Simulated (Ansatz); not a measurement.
**SiH4O2: functionals against CCSD(T) at one geometry**

The atoms stand at a displaced guess of a reacting structure. How far do the functionals agree with CCSD(T) there?

The runs use Ansatz 0.2.0, Gaussian basis; single points in def2-TZVPP.

Cores are frozen in the correlated methods.

## 1. Starting geometry

7 atoms, charge 0, spin multiplicity 1.

Atoms are counted from 1 here; the program's logs count them from 0.

Bond lengths: Si1–O3 1.620 Å, Si1–H5 1.530 Å, Si1–H6 1.400 Å, O2–H4 1.211 Å, O2–H7 1.061 Å. Angles: O3–Si1–H5 112.5°, O3–Si1–H6 123.0°, H5–Si1–H6 120.4°, H4–O2–H7 106.8°.

Coordinates:

```tsv
atom	x (Å)	y (Å)	z (Å)
Si1	-0.22600	-0.14610	0.76200
O2	0.57970	0.69480	-0.92180
O3	0.55230	-1.45090	0.20070
H4	0.82100	-0.47740	-0.73980
H5	-1.73730	-0.22380	0.53370
H6	0.29770	0.68380	1.76030
H7	-0.14890	0.74200	-1.69160
```

## 2. CCSD(T)/def2-TZVPP

run/in.yaml reads:

```yaml
crystal:
  periodic: [false, false, false]
  atoms:
    - {symbol: Si, position_ang: [-0.226000, -0.146100, 0.762000]}
    - {symbol: O, position_ang: [0.579700, 0.694800, -0.921800]}
    - {symbol: O, position_ang: [0.552300, -1.450900, 0.200700]}
    - {symbol: H, position_ang: [0.821000, -0.477400, -0.739800]}
    - {symbol: H, position_ang: [-1.737300, -0.223800, 0.533700]}
    - {symbol: H, position_ang: [0.297700, 0.683800, 1.760300]}
    - {symbol: H, position_ang: [-0.148900, 0.742000, -1.691600]}
basis:
  gaussian: {orbitals: def2-TZVPP}
correlation: {method: ccsd_t}
output: {forces: true}
```

No record of the launch command was kept for these runs.

## 3. PBE0-D4/def2-TZVPP

Changes to run/in.yaml since step 2:

```diff
@@ -12,3 +12,3 @@
   gaussian: {orbitals: def2-TZVPP}
-correlation: {method: ccsd_t}
-output: {forces: true}
+hamiltonian: {xc: pbe0, dispersion: d4}
+output: {forces: true, orbitals: {seedname: orbitals}}
```

## 4. wB97M-V/def2-TZVPP

Changes to run/in.yaml since step 3:

```diff
@@ -12,3 +12,3 @@
   gaussian: {orbitals: def2-TZVPP}
-hamiltonian: {xc: pbe0, dispersion: d4}
-output: {forces: true, orbitals: {seedname: orbitals}}
+hamiltonian: {xc: {name: wB97M-V}}
+output: {forces: true}
```

## 5. r2SCAN-D4/def2-TZVPP

Changes to run/in.yaml since step 4:

```diff
@@ -12,3 +12,3 @@
   gaussian: {orbitals: def2-TZVPP}
-hamiltonian: {xc: {name: wB97M-V}}
+hamiltonian: {xc: r2scan, dispersion: d4}
 output: {forces: true}
```

## 6. PBE-D4/def2-TZVPP

Changes to run/in.yaml since step 5:

```diff
@@ -12,3 +12,3 @@
   gaussian: {orbitals: def2-TZVPP}
-hamiltonian: {xc: r2scan, dispersion: d4}
+hamiltonian: {xc: pbe, dispersion: d4}
 output: {forces: true}
```

## 7. wB97X-V/def2-TZVPP

Changes to run/in.yaml since step 6:

```diff
@@ -12,3 +12,3 @@
   gaussian: {orbitals: def2-TZVPP}
-hamiltonian: {xc: pbe, dispersion: d4}
+hamiltonian: {xc: {name: wB97X-V}}
 output: {forces: true}
```

## 8. revPBE-D4/def2-TZVPP

Changes to run/in.yaml since step 7:

```diff
@@ -12,3 +12,3 @@
   gaussian: {orbitals: def2-TZVPP}
-hamiltonian: {xc: {name: wB97X-V}}
+hamiltonian: {xc: {name: revPBE}, dispersion: d4}
 output: {forces: true}
```

(Steps that only read results are left out.)

Before running it: what results should come out? Wanted: energy less free atoms, CCSD(T)/def2-TZVPP; RMS force component; RMS force error; HOMO and LUMO, PBE0-D4; T1 diagnostic.

As calculated:

| quantity | value |
| --- | --- |
| energy less free atoms, CCSD(T)/def2-TZVPP | -524.1 kcal/mol |
| RMS force component | 1.321 to 1.590 eV/Å over the methods |
| RMS force error | PBE0-D4 0.114, wB97M-V 0.084, r2SCAN-D4 0.087, PBE-D4 0.263, wB97X-V 0.101, revPBE-D4 0.308 eV/Å |
| HOMO and LUMO, PBE0-D4 | -7.97 and -1.06 eV |
| T1 diagnostic | 0.016 |

**Reading.** Against CCSD(T) the functionals' energies less atoms differ by -25.5 to -4.0 kcal/mol, PBE-D4 by -25.5 kcal/mol. CCSD(T) in triple zeta still lacks some correlation energy of the bonds, so part of these gaps is its own basis error and they don't rank the functionals. The forces of wB97M-V come nearest to CCSD(T), those of revPBE-D4 are farthest. Frozen-core CCSD(T) forces in triple zeta carry basis errors of their own, and this is one geometry, so small gaps rank nothing.
